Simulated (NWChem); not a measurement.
## Atomisation of dichloromethane (CH$_{2}$Cl$_{2}$)

```xyz
5

Cl     1.4937     0.0000     0.2158
C      0.0000     0.0000    -0.7621
Cl    -1.4937     0.0000     0.2158
H      0.0000     0.9026    -1.3828
H      0.0000    -0.9026    -1.3828
```
Charge 0, spin multiplicity 1.

All runs are NWChem calculations. The geometry was optimised at B3LYP/def2-SVP, a minimum by its harmonic frequencies.

Basis set: def2-TZVP. The atomisation energy is electronic alone: no zero-point, thermal, spin-orbit or counterpoise terms. No value is extrapolated to the basis-set limit. Free atoms are single determinants with multiplicities Cl 2, C 3, H 2. Correlated methods freeze the same cores in atoms and molecule, 11 orbitals in all.

B3LYP has NWChem's definition, with VWN1-RPA local correlation. No SCF solution was tested for a lower state. Open-shell Hartree-Fock references start from PBE0 orbitals.

Order these methods by the atomisation energy they give, lowest first: r2SCAN, PBE, B3LYP, MP2, BLYP.

BLYP (362.5 kcal/mol), B3LYP (363.4 kcal/mol), MP2 (364.4 kcal/mol), r2SCAN (371.8 kcal/mol), PBE (380.3 kcal/mol)
